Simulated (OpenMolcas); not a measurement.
## BH2O (SMILES B[O]): the vertical energy of the quartet above the doublet from total energies

BH2O: 4 atoms, total charge 0, spin state doublet. As SMILES, `B[O]`. The coordinates come from a PBE0-D4/def2-TZVP relaxation.

```
atom    x (Å)    y (Å)    z (Å)
   B  -0.0011  -0.0103  -0.0151
   O   1.0253  -0.3408   0.6769
   H  -1.0526  -0.5877   0.1516
   H   0.0839   0.8785  -0.8336
```

Both states at this one shape; open shells run unrestricted unless said. 1 Eh = 27.2114 eV.

| level | program | doublet BH2O (Eh) | quartet BH2O (Eh) |
| --- | --- | --- | --- |
| USVWN5/def2-TZVPPD | OpenMolcas | -100.443885 | -100.192581 |
| UM06-L/def2-TZVPPD | OpenMolcas | -101.275355 | -101.029881 |
| UBHLYP/def2-TZVPPD | OpenMolcas | -101.237555 | -100.990838 |

Question: Work out the vertical gap, second state less first, at each level.

Answer: 
1. USVWN5/def2-TZVPPD: -100.192581 − (-100.443885) = 0.251304 Eh = 6.84 eV.
2. UM06-L/def2-TZVPPD: -101.029881 − (-101.275355) = 0.245474 Eh = 6.68 eV.
3. UBHLYP/def2-TZVPPD: -100.990838 − (-101.237555) = 0.246717 Eh = 6.71 eV.

No measured value is set beside it here; the levels span 6.68 to 6.84 eV.
